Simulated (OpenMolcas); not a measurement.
# SiHClO (SMILES O[Si]Cl): levels of theory compared

We compute a comparison of 6 runs (HF/3-21G, HF/def2-SVP, B3LYP/6-31G*, PBE/pcseg-1, PBE0/def2-SVP, CCSD/aug-cc-pVDZ) of SiHClO. 

The calculation is run with OpenMolcas 26.06.

7 further runs of the same task are left out: 7 set aside as unsound or not needed.

## (1) The molecule

The species is SiHClO (4 atoms), meant as a singlet with charge 0. SMILES: `O[Si]Cl`. The shape is that of a PBE0-D4/def2-TZVP optimisation.

Bond lengths: O1–Si2 1.637 Å, Si2–Cl3 2.110 Å, O1–H4 0.963 Å. Angles: O1–Si2–Cl3 101.3°, Si2–O1–H4 120.4°.

## (2) Energy and forces at HF/3-21G (run 1)

Contents of test.input:

```
&GATEWAY
BasLib
$CurrDir
Coord
4
angstrom
O       -0.911800       0.450200      -0.308700
Si      -0.434200      -0.789700       0.647000
Cl       1.662300      -0.701000       0.421400
H       -0.260800       0.980400      -0.780000
Basis
3-21G
Group
NoSym
&SEWARD
&SCF
Thresholds
1e-10 1e-07 1e-07 1e-05
PrOrbitals
1 2
&ALASKA
```

The basis set 3-21G is read from a file made from the Basis Set Exchange's data (not shown).

Started as:

```console
$ export MOLCAS_MEM=1860
$ pymolcas test.input > test.log
```

Standard output:

```text
--- Start Module: gateway ---
[...]
--- Stop Module: gateway /rc=_RC_ALL_IS_WELL_ ---
[...]
      Basis functions           37
[...]
--- Start Module: scf ---
[...]
       Convergence after  12 Iterations
[...]
::    Total SCF energy                               -819.7925542643
[...]
      Total spin, S                                     0.0000000000
[...]
      Total electronic charge=   40.000000
      Total            charge=   -0.000000
[...]
      Dipole Moment (debye):
      Origin of the operator (angstrom)=    0.3894   -0.4805    0.3391
                   X= -1.2868E+00               Y=  8.6278E-01               Z= -5.9338E-01           Total=  1.6591E+00
      Quadrupole Moment (debye*angstrom):
[...]
--- Stop Module: scf /rc=_RC_ALL_IS_WELL_ ---
--- Start Module: alaska ---
[...]
 *              Molecular gradients               *
 **************************************************
  Irreducible representation: a
 ------------------------------------------------------------------------------------------
                              X                       Y                       Z
 ------------------------------------------------------------------------------------------
  O1               -1.02591788442439E-02   -7.53478773626526E-03    6.76159859684766E-03
  SI2               4.84650144529226E-02    2.32105144176540E-02   -2.21149312439266E-02
  CL3              -4.36283841929530E-02   -4.09348354896699E-03    6.48762468085529E-03
  H4                5.42254858429647E-03   -1.15822431324246E-02    8.86570796620667E-03
 ------------------------------------------------------------------------------------------
--- Stop Module: alaska /rc=_RC_ALL_IS_WELL_ ---
[...]
```

Run time: 2.3 s. Hardware: 1 thread of Arm Neoverse V1, shared host; peak memory 0.37 GiB.

## (3) Energy and forces at HF/def2-SVP (run 2)

Contents of calc.inp:

```
&GATEWAY
  BASLIB = $CurrDir
  COORD
  4
  angstrom
  O       -0.911800       0.450200      -0.308700
  Si      -0.434200      -0.789700       0.647000
  Cl       1.662300      -0.701000       0.421400
  H       -0.260800       0.980400      -0.780000
  BASIS = def2-SVP
  GROUP = NoSym

&SEWARD

&SCF
  THRESHOLDS = 1e-10 1e-07 1e-07 1e-05
  PRORBITALS = 0

&ALASKA
```

The basis set def2-SVP is read from a file made from the Basis Set Exchange's data (not shown).

Started as:

```console
$ export MOLCAS_MEM=1860
$ pymolcas calc.inp > calc.log
```

Standard output:

```text
--- Start Module: gateway ---
[...]
--- Stop Module: gateway /rc=_RC_ALL_IS_WELL_ ---
[...]
      Basis functions           55
[...]
--- Start Module: scf ---
[...]
       Convergence after  12 Iterations
[...]
::    Total SCF energy                               -823.6433224278
[...]
      Total spin, S                                     0.0000000000
[...]
      Total electronic charge=   40.000000
      Total            charge=   -0.000000
[...]
      Dipole Moment (debye):
      Origin of the operator (angstrom)=    0.3894   -0.4805    0.3391
                   X= -2.2557E-01               Y=  7.6377E-01               Z= -5.9278E-01           Total=  9.9278E-01
      Quadrupole Moment (debye*angstrom):
[...]
--- Stop Module: scf /rc=_RC_ALL_IS_WELL_ ---
--- Start Module: alaska ---
[...]
 *              Molecular gradients               *
 **************************************************
  Irreducible representation: a
 ------------------------------------------------------------------------------------------
                              X                       Y                       Z
 ------------------------------------------------------------------------------------------
  O1               -1.56538655435945E-02   -9.08591565992012E-03    8.39527028244813E-03
  SI2               6.69247719723920E-03    3.08472956447048E-03   -2.95157826186276E-03
  CL3              -3.69361843106475E-03   -1.41240961578792E-03    1.39798013957593E-03
  H4                1.26550067774152E-02    7.41359571125200E-03   -6.84167216017251E-03
 ------------------------------------------------------------------------------------------
--- Stop Module: alaska /rc=_RC_ALL_IS_WELL_ ---
[...]
```

Run time: 3.3 s. Hardware: 1 thread of Arm Neoverse V1, shared host; peak memory 0.39 GiB.

Runs 3 to 5 aren't shown in full; the table further down has their settings and results.

## (4) The energy at CCSD/aug-cc-pVDZ (run 6)

Contents of job.input:

```
&GATEWAY
BASLIB = $CurrDir
COORD
4
bohr
O     -1.72305228     0.85075470    -0.58335845
Si    -0.82051908    -1.49231672     1.22265280
Cl     3.14129174    -1.32469801     0.79633059
H     -0.49284057     1.85268749    -1.47398638
BASIS = aug-cc-pVDZ
GROUP = NoSym
&SEWARD
&SCF
THRESHOLDS = 1e-10 1e-07 1e-07 1e-05
PRORBITALS = 1 2
&RASSCF
FILEORB = $Project.ScfOrb
SPIN = 1
NACTEL = 0 0 0
INACTIVE = 20
RAS2 = 0
OUTORBITALS = Canonical
ORBLISTING = Few
&MOTRA
JOBIPH
FROZEN = 11
&CCSDT
CCSD
ITERATIONS = 80
ACCURACY = 1e-08
EXTRAPOLATION = 5 4
```

The basis set aug-cc-pVDZ is read from a file made from the Basis Set Exchange's data (not shown).

Started as:

```console
$ export MOLCAS_MEM=1860
$ pymolcas job.input > job.log
```

Standard output:

```text
--- Start Module: gateway ---
[...]
--- Stop Module: gateway /rc=_RC_ALL_IS_WELL_ ---
[...]
      Basis functions           86
[...]
       Convergence after  13 Iterations
[...]
::    Total SCF energy                               -823.9646919070
[...]
      Total spin, S                                     0.0000000000
[...]
      Number of active orbitals                  0
[...]
      Spin quantum number                      0.0
[...]
      Active orbitals                            0
[...]
      Number of CSFs                             1
[...]
      Number of root(s) required                 1
[...]
      Convergence after  4 iterations
[...]
      Natural orbitals and occupation numbers for root  1
      ************************************************************************************************************************
      *                                                    Final results                                                     *
      ************************************************************************************************************************
[...]
::    RASSCF root number  1 Total energy:   -823.96469191
[...]
      Total electronic charge=   40.000000
      Total            charge=   -0.000000
[...]
      Dipole Moment (debye):
      Origin of the operator (angstrom)=    0.3894   -0.4805    0.3391
                   X= -3.0353E-01               Y=  6.9674E-01               Z= -5.3357E-01           Total=  9.2858E-01
      Quadrupole Moment (debye*angstrom):
[...]
--- Start Module: motra ---
[...]
      *** WARNING: Default frozen orbitals is overwritten by user input.
      *** Default values:   8
[...]
--- Stop Module: motra /rc=_RC_ALL_IS_WELL_ ---
[...]
--- Start Module: ccsdt ---
[...]
      Convergence after                    17  Iterations
      Total energy (diff) :    -824.42149231       0.00000001
[...]
--- Stop Module: ccsdt /rc=_RC_ALL_IS_WELL_ ---
[...]
```

Wall time 25 s (1 thread of Arm Neoverse V1, shared host); peak memory 0.47 GiB.

## (5) Overview of the runs

```tsv
run	level	Cartesian functions	integration grid	energy (Eh)	dipole moment (D) of the reference	HOMO energy (eV)	LUMO energy (eV)	wall time
1	HF/3-21G	no	–	-819.792554	1.66	-10.32	0.89	2.3 s
2	HF/def2-SVP	no	–	-823.643322	0.99	-10.00	1.36	3.3 s
3	B3LYP/6-31G* (Cartesian functions)	yes	UltraFine	-825.573238	1.23	-7.40	-2.12	11 s
4	PBE/pcseg-1	no	UltraFine	-825.127726	1.18	-6.61	-2.93	11 s
5	PBE0/def2-SVP	no	UltraFine	-824.929778	1.15	-7.49	-1.86	9.6 s
6	CCSD/aug-cc-pVDZ	no	–	-824.421492	0.93	-10.17	0.71	25 s
```

## (6) Results

| quantity | value |
| --- | --- |
| run 6: total energy | -824.42149 Eh |
| run 6: dipole moment (mean-field density) | 0.93 D |
| run 6: HOMO energy (Hartree–Fock orbitals) | -10.17 eV |
| run 6: LUMO energy (Hartree–Fock orbitals) | 0.71 eV |
| run 6: HOMO–LUMO gap (Hartree–Fock orbitals) | 10.88 eV |
| run 6: correlation energy (11 core orbitals frozen) | -456.8 mEh |

In words: Over runs 1, 2, 3, 4, 5 the dipole moment (its size) runs from 0.99 D (HF/def2-SVP) to 1.66 D (HF/3-21G). Over runs 1, 2, 3, 4, 5 the HOMO–LUMO gap runs from 3.68 eV (PBE/pcseg-1) to 11.36 eV (HF/def2-SVP). The two ends differ in method and basis. Totals of different functionals can't be ranked against each other. All runs together took 62 s, the longest 25 s.
